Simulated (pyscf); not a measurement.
Structures and frequencies: ωB97X-D3(BJ)/def2-SVP in PySCF.

Q: Estimate the classical barrier height and the reaction energy of `[PH3]` + `[GeH4]` -> `[PH2][GeH3]` + `[H][H]` at ωB97M-D3(BJ)/def2-TZVP. The step runs on the singlet surface, breaks H–P, Ge–H and forms Ge–P, H–H; take the separated reactants as zero.

A: ΔE‡ = 267.0 kJ/mol, ΔE = +2.7 kJ/mol. Zero-point energy shifts the barrier by -1.8 kJ/mol. It is a four-centre exchange, with an imaginary mode of 1668i cm⁻¹. One saddle was located; it need not be the lowest between these sides. Elements up to Kr have no core potential and no relativistic terms here.
